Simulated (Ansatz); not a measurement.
A made-up structure of AlSiNH3, doublet:

Al1  (-1.859, -0.901, -0.331)
N2  (-0.300, -0.185, 0.005)
Si3  (1.124, 0.316, 0.468)
H4  (-2.715, -0.376, -1.583)
H5  (-1.347, -2.244, 0.166)
H6  (1.345, 1.422, 1.433)
(Å)

It is relaxed with PBE-D4/def2-SVP and then PBE0-D4/def2-TZVP (Ansatz 0.2.0). Atoms count as bonded within 1.22 times the sum of their covalent radii (H–H: 0.88 Å). The end point is not checked to be a true minimum.

Problem. Does its bonding change? (Judge from chemistry; the calculation decides.)

Solution. Computed: No: no bond forms or breaks.

Where it ends: The first stage lowers the energy by 0.84 eV in 6 steps. It ends as AlSiNH₃ ([AlH2][N][SiH]):
```xyz
6
angstrom
Al -1.6242 -1.0392 -0.4357
N -0.2571 -0.0884 0.1650
Si 1.1813 0.5525 0.3119
H -2.6324 -0.3766 -1.4629
H -1.8321 -2.5157 0.1002
H 1.4124 1.4990 1.4803
```

Labels in which every atom is bracketed show which atoms are joined, not bond orders.

For scale, one of the runs: PBE0-D4/def2-TZVP relaxation, 123 basis functions, launched by `ansatz run in.yaml --threads 2 --pin off --events-out ev --progress --plain --max-ram 4352MiB`. The run took about 20 s on 2 CPU threads of an Arm Neoverse V2 (shared host).
